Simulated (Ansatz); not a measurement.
Relaxing NbP

Method: DFT r2SCAN, scalar-relativistic, plane waves, PAW in Ansatz.

NbP was placed on the litharge structure type (P4/nmm, No. 129), with Nb in place of Pb, P in place of O, at a guessed volume.

The final relaxation ran on this input, with the default PAW datasets:

```yaml
crystal:
  lattice:
    - [3.3916391894, 0.0, 0.0]
    - [0.0, 3.3916391894, 0.0]
    - [0.0, 0.0, 5.6812970233]
  atoms:
    - { symbol: Nb, position: [0.0, 0.5, 0.3327280841] }
    - { symbol: Nb, position: [0.5, 0.0, 0.6672719159] }
    - { symbol: P, position: [0.0, 0.0, 0.0] }
    - { symbol: P, position: [0.5, 0.5, 0.0] }
basis:
  ecutwfc: 500
kpoints:
  mp_grid: { grid: [14, 14, 8] }
hamiltonian:
  xc: r2scan
scf:
  occupations: { method: gaussian, width: 0.1 }
output:
  forces: true
  stress: true
  eigenvalues: true
relax:
  adjacent_minimum: "off"
  f_tol: 0.01
  max_steps: 80
  cell: { stress_tol: 0.05 }
```

Launched as:

```bash
ansatz run input.yaml --threads 1 --pin off --max-ram 3072MiB --backend cpu --events-out ev --progress --plain --runs-dir out
```

It took 3.5 min on 1 thread of Arm Neoverse V2 (shared host), peak memory 0.66 GiB.

The program printed at the end:

```
SCF converged after 5 iterations
Free energy (F): -10646.889177 eV
Harris-Foulkes:  -10646.889177 eV  (|F-HF|=3.64e-12)
Internal energy: -10646.882664 eV  (E = F + TS)
E sigma→0 (E₀):  -10646.885921 eV
Entropy (-TS):   -0.006512 eV (-1.628 meV/atom)
Fermi energy:    14.785763 eV
--- Per-component energies (eV) ---
  E_band       = -178.736522
  E_kinetic    = 933.532397
  E_local      = -1750.184119  (includes V_loc(G=0)·N_el)
  E_nonlocal   = 302.002289
  E_hartree    = 569.568584
  E_xc         = -459.265548
  E_vxc        = -608.231566  (∫ρ·V_xc dr)
  E_paw        = -7331.185371  (= ΣΔE_a)
  E_vpaw       = -230.761054  (= ΣTr[D̂ρ^β])
  E_aug_tail   = 0.000009  (compensation charges beyond the density's cutoff)
  E_vtau       = 35.768342  (kinetic-family band-sum trace: ∫τ·v_τ [+ j·A + Jᵃ·Aᵃ] dr)
  E_ewald      = -2910.784360
  E_core_change = -0.566546  (= ΣΔE_core)
  E_smearing   = -0.006512  (= −TS)
  E_closure    = 0.000000  (closes the sum)
  Σ components = -10646.889177   (vs F -10646.889177, Δ=0.00e0)
--- Forces (eV/Å), atoms counted from 1 ---
  atom   1  Nb     0.00000000     0.00000000     0.00083633
  atom   2  Nb     0.00000000     0.00000000    -0.00083633
  atom   3  P      0.00000000     0.00000000     0.00000000
  atom   4  P      0.00000000     0.00000000     0.00000000
  max |Σ_I F_I| component: 0.00e0 eV/Å
--- Stress (GPa, compression-positive) ---
       -0.025540       0.000000       0.000000
        0.000000      -0.025540       0.000000
        0.000000       0.000000      -0.008558
  P = ⅓ Tr σ = -0.0199 GPa (-0.199 kbar)
--- Relaxed structure (4 steps of the walk, 3 accepted, 1 SCFs on fresh bases) ---
  F+E_penalty+E_count = -10646.88917679 eV   max|allowed force component| = 8.363e-4 eV/Å   (the final SCF, on the basis selected at the relaxed cell)
  cell:  # Å, volume = 65.4339 Å³
    - [3.389301, 0.000000, 0.0]
    - [0.000000, 3.389301, 0.0]
    - [0.0, 0.0, 5.696164]
  atoms:
    - { symbol: Nb, position: [0.000000, 0.5, 0.332184] }
    - { symbol: Nb, position: [0.5, 0.000000, 0.667816] }
    - { symbol: P, position: [0.000000, 0.000000, 0.000000] }
    - { symbol: P, position: [0.5, 0.5, 0.000000] }
```

Total energies depend on the potentials used, so only differences within one code and one set of settings carry meaning.

The result has space group P4/nmm (No. 129). Nb is coordinated by 4 P at 2.54 Å; P has 4 P at 2.40 Å and 4 Nb at 2.54 Å.

Against the elements it lies at -0.32 eV/atom. The zero of energy is the elements' standard structures at the same level; no fitted shifts are applied.

For metals, differences of a few meV/atom aren't resolved.

Symmetry constrained the relaxation, so the result can be a saddle point.